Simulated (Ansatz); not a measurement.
Results of PBE (plane waves, PAW; Ansatz, a program for electronic structure) for CsCl-type TlBr.

Settings: plane-wave cutoff 520 eV, 8×8×8 k mesh, Fermi–Dirac smearing 0.01 eV, scalar-relativistic PAW data made under PBE.

Energies at three volumes about the minimum:

| V (Å³/atom) | E − E_lowest (meV/atom) |
|---|---|
| 32.612 | 0.86 |
| 33.278 | 0.00 |
| 33.943 | 0.78 |

Q: Fit a parabola by hand: where is the minimum, what lattice constant follows, and what is the bulk modulus?

A: Slopes: (0.00 − 0.86)/(33.278 − 32.612) = -1.291 and (0.78 − 0.00)/(33.943 − 33.278) = 1.173 meV/Å³. Curvature E″ = 2 × (1.173 − (-1.291))/(33.943 − 32.612) = 3.702 meV/Å⁶. From the middle of the first interval, the slope vanishes at V0 = 32.9450 − (-1.291)/3.702 = 33.294 Å³/atom. B = V0 E″ = 33.294 × 3.702 meV/Å³ × 0.1602 GPa per meV/Å³ = 19.7 GPa. With 2 atoms in the cube, a = (2 × 33.294)^(1/3) = 4.053 Å. The full Birch–Murnaghan fit to all volumes gives V0 = 33.281 Å³/atom and B0 = 19.7 GPa.

Measured, for comparison: lattice constant a 3.984 Å (temperature not stated, not corrected to a static lattice; as tabulated in Du and Singh (2010), arXiv:1001.5458).
